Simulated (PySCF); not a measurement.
Isomers of C5H7F, mass 86.053 u with the commonest isotopes. The calculation used PBE0-D3(BJ)/def2-SVP geometry optimisation, gas phase in PySCF. One conformer each, none proved a minimum here; rigid rotors.

Question: Order these by out-of-plane moment Σ m c² = (Ia + Ib − Ic)/2, smallest first.
A. `[CH2:1]=[C:2]([CH3:3])/[CH:4]=[CH:5]\[F:6]` with C1–C2–C4–C5 180°
B. `[CH2:1]=[CH:2][CH2:3]/[CH:4]=[CH:5]\[F:6]` with C1–C2–C3–C4 120°, C2–C3–C4–C5 117°
C. `[CH3:1][CH2:2][C:3]1=[CH:4][C@@H:5]1[F:6]` with C1–C2–C3–C4 -2°
D. `C[C@@]12C[C@@H]1[C@H]2F`
E. HC≡CCF(CH3)2, `C#CC(C)(C)F`
F. `[CH:1]#[C:2][C@@H:3]([CH3:4])[CH2:5][F:6]` with C2–C3–C5–F6 176°

Answer: A (1.57 u·Å²), F (8.69 u·Å²), B (13.33 u·Å²), C (13.74 u·Å²), D (15.51 u·Å²), E (49.73 u·Å²).

Question: Order these by radius of gyration √(Σ m r²/M), largest first.
A. `C[C@@]12C[C@@H]1[C@H]2F`
B. `[CH2:1]=[C:2]=[CH:3][C@@H:4]([CH3:5])[F:6]` with C2–C3–C4–C5 120°
C. `[CH:1]#[C:2][C@@H:3]([CH3:4])[CH2:5][F:6]` with C2–C3–C5–F6 176°
D. `[CH2:1]=[CH:2][CH2:3]/[CH:4]=[CH:5]\[F:6]` with C1–C2–C3–C4 120°, C2–C3–C4–C5 117°
E. `C#CC(C)(C)F` (HC≡CCF(CH3)2)
F. `[CH2:1]=[C:2]([CH3:3])/[CH:4]=[CH:5]\[F:6]` with C1–C2–C4–C5 180°
G. `[CH3:1][CH2:2][C:3]1=[CH:4][C@@H:5]1[F:6]` with C1–C2–C3–C4 -2°

Answer: D (2.028 Å), B (1.930 Å), G (1.873 Å), C (1.852 Å), F (1.778 Å), E (1.661 Å), A (1.575 Å).

Question: Order these by rotational constant B, smallest first.
A. `[CH2:1]=[C:2]=[CH:3][C@@H:4]([CH3:5])[F:6]` with C2–C3–C4–C5 120°
B. `C[C@@]12C[C@@H]1[C@H]2F`
C. `[CH2:1]=[C:2]([CH3:3])/[CH:4]=[CH:5]\[F:6]` with C1–C2–C4–C5 180°
D. `[CH2:1]=[CH:2][CH2:3]/[CH:4]=[CH:5]\[F:6]` with C1–C2–C3–C4 120°, C2–C3–C4–C5 117°
E. `[CH3:1][CH2:2][C:3]1=[CH:4][C@@H:5]1[F:6]` with C1–C2–C3–C4 -2°
F. `C#CC(C)(C)F` (HC≡CCF(CH3)2)
G. `[CH2:1]=[CH:2][CH2:3][C:4](=[CH2:5])[F:6]` with C1–C2–C3–C4 120°, C2–C3–C4–C5 -13°
H. `[CH:1]#[C:2][C@@H:3]([CH3:4])[CH2:5][F:6]` with C2–C3–C5–F6 176°

Answer: D (1557 MHz), A (1876 MHz), E (1933 MHz), G (2023 MHz), H (2195 MHz), C (2498 MHz), F (2765 MHz), B (3730 MHz).

```
                 SMILES  point group  Ia (u·Å²)  Ib (u·Å²)  Ic (u·Å²)      κ  μa (D)  μb (D)  μc (D)
           C=C(C)/C=C\F           Cs      71.29     202.35     270.51  -0.76    0.13    0.84    0.00
             C=CC/C=C\F           C1      42.74     324.60     340.68  -0.99    0.28    1.05    0.13
         C#C[C@@H](C)CF           C1      73.68     230.25     286.54  -0.83    1.05    0.06    0.20
C[C@@]12C[C@@H]1[C@H]2F           C1      93.60     135.51     198.09  -0.17    1.45    0.11    0.14
         CCC1=C[C@@H]1F           C1      54.10     261.46     288.09  -0.95    2.23    0.66    0.74
             C=CCC(=C)F           C1      60.87     249.88     292.88  -0.91    1.33    0.15    0.10
            C#CC(C)(C)F           Cs     104.23     182.79     187.55  -0.93    0.21    0.00    1.82
        C=C=C[C@@H](C)F           C1      64.67     269.44     307.25  -0.93    0.94    1.54    0.28
```
